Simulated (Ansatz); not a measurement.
The input, for Ansatz 0.2.0:

```yaml
crystal:
  periodic: [false, false, false]
  atoms:
    - {symbol: N, position_ang: [0.000000, 0.000000, 0.357667]}
    - {symbol: Mg, position_ang: [0.000000, 0.000000, -1.726333]}
    - {symbol: H, position_ang: [0.000000, 0.000000, 1.368667]}
basis:
  gaussian: {orbitals: 6-31G}
magnetization: {spin_polarized: false, initial_magnetization: 2}
hamiltonian: {pseudopotentials: {relativity: scalar}}
correlation: {method: sc_nevpt2, electrons: valence, active_space: {window: {electrons: 4, orbitals: 10}}}
output: {forces: true}
```

```sh
$ ansatz run in.yaml --threads 1 --pin off --events-out ev --progress --plain --max-ram 2393MiB
```

(1) Roughly how long does this take on 1 thread of Arm Neoverse V2, shared host, and how much host memory?

```
296 factors; integrals over basis functions are off by at most 2.8e-4 eV
mean field evaluation 1: about -6933.0398 eV, gradient 2.1e1 eV
mean field evaluation 2: about -6933.0667 eV, gradient 2.1e1 eV
mean field evaluation 4: about -6934.6887 eV, gradient 3.8e0 eV
mean field evaluation 8: about -6934.8029 eV, gradient 7.9e-1 eV
mean field evaluation 16: about -6934.8236 eV, gradient 2.2e-6 eV
mean field evaluation 32: about -6934.8236 eV, gradient 2.7e-4 eV
mean field -6934.82356726 eV, -254.8500655045 hartree, gradient 2.2e-6 eV, S^2 2.000000; 5 other end points of the search recorded, 0 dependent functions left out
reference -6934.82356726 eV, -254.8500655045 hartree; 11, 9 occupied and 13, 15 virtual orbitals, 296 factors
state -6935.61335191 eV, -254.8790895552 hartree
state -6935.61335191 eV, -254.8790895552 hartree; corrected -6937.54141313 eV, -254.9499444980 hartree
the calculation of the forces begins
WARN: the results are in doubt because the forces break the atoms' symmetry
Total energy: -6937.54141313 eV, -254.9499444980 hartree
Relativity: scalar
Atom 0 at     0.000000     0.000000     0.357667 Å, force    -0.576079     0.001530    -2.274086 eV/Å
Atom 1 at     0.000000     0.000000    -1.726333 Å, force     0.188180    -0.000500     2.052156 eV/Å
Atom 2 at     0.000000     0.000000     1.368667 Å, force     0.387899    -0.001030     0.221930 eV/Å
Dipole moment:    -0.041762     0.000111    -0.239114 e Å
In doubt: the forces break the atoms' symmetry
```

## Answers

(1) 13 s wall and 0.15 GiB.
